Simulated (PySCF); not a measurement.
C2H8N, charge +2, doublet, geometry from GFN2-xTB of the parent state (a state made from the parent by changing its charge; the spin is typed, not shown lowest); PBE/STO-3G (PySCF).

PySCF was given this input:
```python
from pyscf import gto, scf, dft

mol = gto.M(
    atom='''
C    -0.02333821   -0.27178422    1.23058526
N     0.03459018    0.54534707    0.00080941
C    -0.01095720   -0.26891545   -1.23138777
H     0.81917921   -0.96023702    1.25829085
H     0.01259112    0.36354745    2.11314052
H    -0.94632669   -0.84824181    1.24954279
H     0.89993071    1.10048027    0.00580798
H     0.83180433   -0.95731169   -1.25222260
H     0.03383921    0.36847078   -2.11205406
H    -0.93370156   -0.84531649   -1.26097066
H    -0.75367517    1.20537707   -0.00238562
''',
    basis='sto-3g',
    charge=2,
    spin=1,
    verbose=4,
)

mf = dft.UKS(mol)
mf.xc = 'pbe'
mf.kernel()
```

Output, abridged:

```
PySCF version 2.14.0

[INPUT] verbose = 4
[INPUT] num. atoms = 11
[INPUT] num. electrons = 25
[INPUT] charge = 2
[INPUT] spin (= nelec alpha-beta = 2S) = 1
[INPUT] symmetry False subgroup None
[INPUT] Mole.unit = angstrom
[INPUT] Symbol           X                Y                Z      unit          X                Y                Z       unit  Magmom
[INPUT]  1 C     -0.023338210000  -0.271784220000   1.230585260000 AA   -0.044102825138  -0.513597740779   2.325469114327 Bohr   0.0
[INPUT]  2 N      0.034590180000   0.545347070000   0.000809410000 AA    0.065365966799   1.030556605134   0.001529563222 Bohr   0.0
[INPUT]  3 C     -0.010957200000  -0.268915450000  -1.231387770000 AA   -0.020706107092  -0.508176551164  -2.326985638439 Bohr   0.0
[INPUT]  4 H      0.819179210000  -0.960237020000   1.258290850000 AA    1.548024353838  -1.814584982469   2.377825091546 Bohr   0.0
[INPUT]  5 H      0.012591120000   0.363547450000   2.113140520000 AA    0.023793768402   0.687005113784   3.993256845521 Bohr   0.0
[INPUT]  6 H     -0.946326690000  -0.848241810000   1.249542790000 AA   -1.788298268466  -1.602944708305   2.361293654025 Bohr   0.0
[INPUT]  7 H      0.899930710000   1.100480270000   0.005807980000 AA    1.700622572985   2.079606315787   0.010975491537 Bohr   0.0
[INPUT]  8 H      0.831804330000  -0.957311690000  -1.252222600000 AA    1.571882372927  -1.809056909945  -2.366357760991 Bohr   0.0
[INPUT]  9 H      0.033839210000   0.368470780000  -2.112054060000 AA    0.063946839172   0.696308859105  -3.991203733676 Bohr   0.0
[INPUT] 10 H     -0.933701560000  -0.845316490000  -1.260970660000 AA   -1.764440230479  -1.597416654679  -2.382889198512 Bohr   0.0
[INPUT] 11 H     -0.753675170000   1.205377070000  -0.002385620000 AA   -1.424239658185   2.277832539131  -0.004508168437 Bohr   0.0

nuclear repulsion = 91.8043819095553
number of shells = 17
number of NR pGTOs = 69
number of NR cGTOs = 23
basis = sto-3g
ecp = {}

******** <class 'pyscf.dft.uks.UKS'> ********
method = UKS
initial guess = minao
damping factor = 0
level_shift factor = 0
DIIS = <class 'pyscf.scf.diis.CDIIS'>
diis_start_cycle = 1
diis_space = 8
diis_damp = 0
SCF conv_tol = 1e-09
SCF conv_tol_grad = None
SCF max_cycles = 50
direct_scf = True
direct_scf_tol = 1e-13
number electrons alpha = 13  beta = 12
XC library pyscf.dft.libxc version 7.1.2
    S. Lehtola, C. Steigemann, M. J. T. Oliveira, and M. A. L. Marques,  SoftwareX 7, 1–5 (2018)
XC functionals = pbe
    J. P. Perdew, K. Burke, and M. Ernzerhof,  Phys. Rev. Lett. 77, 3865 (1996)
    J. P. Perdew, K. Burke, and M. Ernzerhof,  Phys. Rev. Lett. 78, 1396 (1997)
    J. P. Perdew, K. Burke, and M. Ernzerhof,  Phys. Rev. Lett. 77, 3865 (1996)
    J. P. Perdew, K. Burke, and M. Ernzerhof,  Phys. Rev. Lett. 78, 1396 (1997)
radial grids:
    Treutler-Ahlrichs [JCP 102, 346 (1995); DOI:10.1063/1.469408] (M4) radial grids

becke partition: Becke, JCP 88, 2547 (1988); DOI:10.1063/1.454033
pruning grids: <function nwchem_prune>
grids dens level: 3
symmetrized grids: False
atomic radii adjust function: <function treutler_atomic_radii_adjust>
small_rho_cutoff = 0
Set gradient conv threshold to 3.16228e-05
tot grids = 120608
init E= -133.996062371663

cycle= 1 E= -132.984190116922  delta_E= 1.01  |g|= 0.24  |ddm|= 2.57
cycle= 2 E= -132.958609572764  delta_E= 0.0256  |g|= 0.332  |ddm|= 1.26
cycle= 3 E= -133.025182196179  delta_E= -0.0666  |g|= 0.0488  |ddm|= 0.386
cycle= 4 E= -133.021431991679  delta_E= 0.00375  |g|= 0.0727  |ddm|= 1.09

cycle= 5 E= -133.024514169854  delta_E= -0.00308  |g|= 0.0462  |ddm|= 0.0578
cycle= 6 E= -133.018696528749  delta_E= 0.00582  |g|= 0.0899  |ddm|= 1.08
cycle= 7 E= -133.021700314515  delta_E= -0.003  |g|= 0.0755  |ddm|= 0.0732
cycle= 8 E= -133.021708230531  delta_E= -7.92e-06  |g|= 0.0755  |ddm|= 0.00188
cycle= 9 E= -133.023278169127  delta_E= -0.00157  |g|= 0.0653  |ddm|= 0.0217
cycle= 10 E= -133.022412546682  delta_E= 0.000866  |g|= 0.0664  |ddm|= 1.09
cycle= 11 E= -133.021832610664  delta_E= 0.00058  |g|= 0.0708  |ddm|= 0.0134
cycle= 12 E= -133.021637139121  delta_E= 0.000195  |g|= 0.0722  |ddm|= 0.00694
cycle= 13 E= -133.020821948702  delta_E= 0.000815  |g|= 0.078  |ddm|= 0.0134
cycle= 14 E= -133.022035568939  delta_E= -0.00121  |g|= 0.0695  |ddm|= 0.0188
cycle= 15 E= -133.017258260577  delta_E= 0.00478  |g|= 0.0992  |ddm|= 1.09
cycle= 16 E= -133.017301557994  delta_E= -4.33e-05  |g|= 0.099  |ddm|= 0.000427
cycle= 17 E= -133.018327686958  delta_E= -0.00103  |g|= 0.094  |ddm|= 0.0103
cycle= 18 E= -133.022208359839  delta_E= -0.00388  |g|= 0.0725  |ddm|= 0.0456
cycle= 19 E= -133.022791009588  delta_E= -0.000583  |g|= 0.0687  |ddm|= 0.00801
cycle= 20 E= -133.021165878116  delta_E= 0.00163  |g|= 0.0753  |ddm|= 1.09
cycle= 21 E= -133.021869114522  delta_E= -0.000703  |g|= 0.0701  |ddm|= 0.0118
cycle= 22 E= -133.025149444435  delta_E= -0.00328  |g|= 0.05  |ddm|= 1.09
cycle= 23 E= -133.01975271756  delta_E= 0.0054  |g|= 0.085  |ddm|= 1.09
cycle= 24 E= -133.019724072589  delta_E= 2.86e-05  |g|= 0.0851  |ddm|= 0.003
cycle= 25 E= -133.019762037681  delta_E= -3.8e-05  |g|= 0.0849  |ddm|= 0.00118
cycle= 26 E= -133.021134145104  delta_E= -0.00137  |g|= 0.0738  |ddm|= 0.0622
cycle= 27 E= -133.018427495457  delta_E= 0.00271  |g|= 0.092  |ddm|= 1.09
cycle= 28 E= -133.023034773383  delta_E= -0.00461  |g|= 0.0596  |ddm|= 1.09
cycle= 29 E= -133.023251471703  delta_E= -0.000217  |g|= 0.0577  |ddm|= 0.0597
cycle= 30 E= -133.023258457029  delta_E= -6.99e-06  |g|= 0.0587  |ddm|= 0.0262
cycle= 31 E= -133.018449415398  delta_E= 0.00481  |g|= 0.0934  |ddm|= 1.09
cycle= 32 E= -133.018535819939  delta_E= -8.64e-05  |g|= 0.0926  |ddm|= 0.0216
cycle= 33 E= -133.018995312065  delta_E= -0.000459  |g|= 0.0906  |ddm|= 0.0223
cycle= 34 E= -133.019077092816  delta_E= -8.18e-05  |g|= 0.0901  |ddm|= 0.00684
cycle= 35 E= -133.02542985304  delta_E= -0.00635  |g|= 0.0503  |ddm|= 0.136
cycle= 36 E= -133.022187446702  delta_E= 0.00324  |g|= 0.0647  |ddm|= 1.08
cycle= 37 E= -133.022646917642  delta_E= -0.000459  |g|= 0.0624  |ddm|= 0.109
cycle= 38 E= -133.022386044759  delta_E= 0.000261  |g|= 0.0636  |ddm|= 0.135

cycle= 39 E= -133.022435485032  delta_E= -4.94e-05  |g|= 0.0614  |ddm|= 0.0392
cycle= 40 E= -133.022332116502  delta_E= 0.000103  |g|= 0.0704  |ddm|= 1.08
cycle= 41 E= -133.025374559458  delta_E= -0.00304  |g|= 0.0479  |ddm|= 0.0737
cycle= 42 E= -133.023097231185  delta_E= 0.00228  |g|= 0.0609  |ddm|= 1.09
cycle= 43 E= -133.022875365273  delta_E= 0.000222  |g|= 0.0682  |ddm|= 1.09
cycle= 44 E= -133.022522770255  delta_E= 0.000353  |g|= 0.0704  |ddm|= 0.0136
cycle= 45 E= -133.022628158141  delta_E= -0.000105  |g|= 0.0642  |ddm|= 1.09
cycle= 46 E= -133.021240468228  delta_E= 0.00139  |g|= 0.0751  |ddm|= 0.0294
cycle= 47 E= -133.021905372887  delta_E= -0.000665  |g|= 0.0751  |ddm|= 1.09
cycle= 48 E= -133.024768599379  delta_E= -0.00286  |g|= 0.0545  |ddm|= 0.0631

cycle= 49 E= -133.028229415957  delta_E= -0.00346  |g|= 0.0287  |ddm|= 0.568
cycle= 50 E= -133.023299578977  delta_E= 0.00493  |g|= 0.059  |ddm|= 0.976
SCF not converged.
SCF energy = -133.023299578977 after 50 cycles  <S^2> = 0.75054542  2S+1 = 2.0005453
```

Convergence was not reached.
